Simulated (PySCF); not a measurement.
## Basis and Hamiltonian dependence of the ionisation energy of O

O [He] 2s2 2p4 (3P) → O⁺ [He] 2s2 2p3 (4S). All values are computed (PySCF 2.14, energy differences of UHF-based or UKS calculations, no spin-orbit coupling). Values in eV.

```csv
basis,Hamiltonian,functions,UHF,r2SCAN,PBE0,MP2 (valence),CCSD(T) (valence),CCSD(T) (valence and next inner shell)
def2-SVP,non-relativistic,14,12.083,n/a,13.775,12.963,12.979,n/a
Sapporo-DZP-2012,spin-free X2C,18,11.961,n/a,13.668,12.904,12.900,n/a
aug-cc-pVDZ-DK,spin-free X2C,23,12.047,13.711,13.842,13.086,13.138,n/a
ANO-RCC-VTZP,spin-free X2C,30,12.033,13.702,13.833,13.288,13.376,13.383
cc-pVTZ-DK,spin-free X2C,30,12.001,13.664,n/a,13.240,13.305,n/a
x2c-TZVPPall,spin-free X2C,31,12.007,13.674,13.814,13.249,13.320,13.329
x2c-TZVPall,spin-free X2C,31,12.007,13.674,13.814,13.249,13.320,n/a
def2-TZVPPD,non-relativistic,40,12.025,13.698,13.839,13.284,13.362,13.371
aug-cc-pVTZ-DK,spin-free X2C,46,12.024,13.709,13.843,13.327,13.410,n/a
aug-cc-pVTZ,non-relativistic,46,12.034,13.719,13.853,13.336,13.419,n/a
"aug-cc-pVTZ with one added diffuse shell each of s, p, d, f type",non-relativistic,62,12.032,13.717,13.852,13.335,13.419,n/a
def2-QZVPPD,non-relativistic,66,12.023,13.706,13.843,13.408,13.489,13.502
"aug-cc-pCVTZ-DK with one added diffuse shell each of s, p, d, f type",spin-free X2C,75,12.020,13.713,13.844,13.335,13.418,13.433
aug-cc-pCVQZ-DK,spin-free X2C,109,12.014,13.709,13.840,13.432,n/a,n/a
```

Frozen in the all-electron rows: valence: 1s2; valence and next inner shell: nothing.

Reference for a calculation without spin-orbit coupling: 13.608 eV (measured, between term centres; NIST).
